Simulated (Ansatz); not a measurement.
Born–Oppenheimer molecular dynamics of BH6NO (9 atoms, charge 0, multiplicity 1). It starts at the highest image of a converged band. Of that band: The profile has 2 maxima (images 5, 7) with wells between them (image 6): this band takes more than one step, which may be the mechanism or a detour left from its start path. Neighbouring images differ by up to 1.9 eV, so the band resolves the path poorly. A vibrational analysis at the climbing image gives one clearly imaginary mode, 1279i cm⁻¹: a first-order saddle point.

All numbers below come from Ansatz, RKS BLYP-D4/def2-SVP.

| Item | Value |
| --- | --- |
| ensemble | NVE (velocity Verlet) |
| time step | 0.5 fs |
| steps asked | 200 |
| starting velocities drawn for | 300 K |
| seed | 9554 |

First frame:

```xyz
9
Properties=species:S:1:pos:R:3
B 0.111 0.373 0.022
O -0.080 -0.147 1.571
H -1.028 -0.339 1.727
N 1.215 -0.257 -0.642
H 2.149 -0.284 -0.230
H 1.244 -0.272 -1.662
H -0.941 0.484 -0.581
H 0.361 1.682 0.576
H 0.095 1.041 1.414
```

Question: How far do the bonds stretch over the last three quarters of this one trajectory? (Pairs bonded in most of those frames.)

Answer: 
| bond | mean (Å) | spread (Å) | shortest | longest |
| --- | --- | --- | --- | --- |
| B1–N4 | 1.437 | 0.051 | 1.36 | 1.54 |
| B1–H7 | 1.222 | 0.015 | 1.19 | 1.26 |
| B1–H8 | 1.231 | 0.041 | 1.15 | 1.29 |
| O2–H3 | 0.982 | 0.024 | 0.94 | 1.02 |
| O2–H9 | 0.985 | 0.016 | 0.95 | 1.02 |
| N4–H5 | 1.029 | 0.016 | 1.00 | 1.06 |
| N4–H6 | 1.033 | 0.032 | 0.98 | 1.09 |

Mean temperature of the second half: 962 K. The conserved energy stayed within 0.29 meV per atom of its start (net change 0.099 meV per atom), so the integration is sound. The kinetic energy rose, since the run started high on the potential surface and went downhill. It ends in pieces (BH4N + H2O), so much of that is their flight and rotation, not heat. A run of 0.1 ps of so small a system gives no equilibrium averages. The orbitals stay closed-shell, which can raise the energy where a bond breaks towards radicals; this wasn't checked here.

The run took 2.1 min on 1 thread of AMD EPYC 9R45 96-Core Processor (Zen 5) (shared host), peak memory 0.13 GiB.
